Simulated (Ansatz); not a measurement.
# C4H3FS: vertical ionisation energy

Aim: the vertical ionisation energy of C4H3FS, as cation minus neutral at the neutral's geometry, on several levels, and how well −ε(HOMO) stands in for it.

Method: unrestricted cation, the program's frozen cores in correlated methods; program: Ansatz 0.2.0, Gaussian basis.

Plan: UKS PBE-D4/def2-TZVPP; UKS r2SCAN-D4/def2-TZVPP; UKS PBE0-D4/def2-TZVPP; UKS B3LYP-D4/def2-TZVPP; UKS wB97X-V/def2-TZVPP; UKS wB97M-V/def2-TZVPP; UKS B2PLYP/def2-TZVPP; UHF-CCSD(T)/def2-TZVPP; UHF-MP2/def2-QZVPP; extrapolation to the limit; then −ε(HOMO) from the neutral's earlier runs with LDA (SPW92), PBE-D4, revPBE-D4, BLYP-D4, r2SCAN-D4, B97M-V, PBE0-D4, B3LYP-D4, r2SCANh-D4, r2SCAN0-D4, HSE06-D4, BHLYP-D4, CAM-B3LYP-D4, LC-ωPBE, ωB97X-V, ωB97M-V.

### Step 1. Structure used throughout

The geometry comes from an earlier relaxation with PBE0-D4/def2-TZVP; it is a stationary point, not always the lowest conformer.

SMILES `Fc1ccsc1`, 9 atoms, charge 0, spin multiplicity 1.

Atoms are counted from 1 here; the program's logs count them from 0.

Bond lengths: F1–C2 1.332 Å, C2–C3 1.412 Å, C2–C6 1.360 Å, C3–C4 1.362 Å, C3–H7 1.081 Å, C4–S5 1.704 Å, C4–H8 1.079 Å, S5–C6 1.705 Å, C6–H9 1.078 Å. Angles: F1–C2–C3 121.9°, F1–C2–C6 123.3°, C3–C2–C6 114.8°, C2–C3–C4 110.8°, C2–C3–H7 123.9°, C4–C3–H7 125.2°, C3–C4–S5 112.0°, C3–C4–H8 128.0°, S5–C4–H8 120.1°, C4–S5–C6 92.7°, C2–C6–S5 109.8°, C2–C6–H9 128.1°, S5–C6–H9 122.1°.

### Step 2. Cation, UKS PBE-D4/def2-TZVPP

The input, in.yaml:

```yaml
crystal:
  periodic: [false, false, false]
  atoms:
    - {symbol: F, position_ang: [0.990819, 0.484913, 1.974272]}
    - {symbol: C, position_ang: [0.335929, 0.295018, 0.829570]}
    - {symbol: C, position_ang: [0.665363, -0.756746, -0.053454]}
    - {symbol: C, position_ang: [-0.143932, -0.740779, -1.149167]}
    - {symbol: S, position_ang: [-1.274134, 0.533534, -1.088265]}
    - {symbol: C, position_ang: [-0.691352, 1.084622, 0.416633]}
    - {symbol: H, position_ang: [1.455564, -1.471533, 0.127577]}
    - {symbol: H, position_ang: [-0.133638, -1.414619, -1.991682]}
    - {symbol: H, position_ang: [-1.116219, 1.939288, 0.917316]}
basis:
  gaussian: {orbitals: def2-TZVPP}
total_charge: 1
magnetization: {spin_polarized: true, initial_magnetization: 1}
hamiltonian: {xc: pbe, dispersion: d4}
```

Started as:

```
> ansatz run in.yaml --threads 2 --pin off --events-out ev --progress --plain --max-ram 31744MiB --backend cpu
```

After this run come: Cation, UKS r2SCAN-D4/def2-TZVPP; Cation, UKS PBE0-D4/def2-TZVPP; Cation, UKS B3LYP-D4/def2-TZVPP; Cation, UKS wB97X-V/def2-TZVPP; Cation, UKS wB97M-V/def2-TZVPP; Cation, UKS B2PLYP (frozen core)/def2-TZVPP; Cation, UHF-CCSD(T)/def2-TZVPP; Cation, UHF-MP2/def2-QZVPP.

**Question.** What will the summary of the whole plan be? Wanted: ionisation energy, CCSD(T)/CBS; nearest functional by difference; nearest −ε(HOMO); −ε(HOMO) of PBE; T1 of the cation.

The runs gave:

```
                        quantity               value
  ionisation energy, CCSD(T)/CBS             9.29 eV
nearest functional by difference   B2PLYP (-0.20 eV)
                nearest −ε(HOMO)  ωB97X-V (-0.11 eV)
                 −ε(HOMO) of PBE             5.86 eV
                T1 of the cation               0.034
```

In words: Energy differences with functionals land within 0.35 eV of the reference. −ε(HOMO) of PBE misses by 3.4 eV, since self-interaction lifts the level. Among orbital estimates ωB97X-V comes nearest. Hartree-Fock falls 1.41 eV short, as the neutral has more correlation energy than the cation. The cation's T1 (from the report) is 0.034, near the customary mark of 0.045 for open shells, so the coupled-cluster value is less safe. The cation may have settled in a state other than its lowest; no search over hole states beyond the program's own was made.
